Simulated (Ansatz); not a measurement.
```xyz
12

C     1.152   -0.959   -0.268
C    -0.243   -0.395   -0.247
F    -1.024   -1.146    0.641
C    -0.311    1.041    0.214
O    -1.626    1.535    0.222
H     1.131   -2.014   -0.545
H     1.620   -0.867    0.715
H     1.764   -0.425   -0.997
H    -0.727   -0.487   -1.225
H     0.263    1.668   -0.473
H     0.154    1.115    1.208
H    -2.153    0.934    0.757
```

The species carries charge 0 and has multiplicity 1.

Task: List the PBE/def2-TZVPP orbital energies in eV (Ansatz 0.2.0). (Estimate.)

Result: Ansatz gave: Occupied: -659.66, -510.25, -270.99, -270.22, -269.01, -29.76, -25.69, -19.59, -17.07, -15.04, -13.13, -12.50, -11.53, -10.91, -10.33, -9.83, -9.59, -8.72, -7.95, -7.77, -6.33. Lowest empty: 0.44, 0.61, 1.27, 1.70, 1.91, 2.52, 2.64, 3.17.
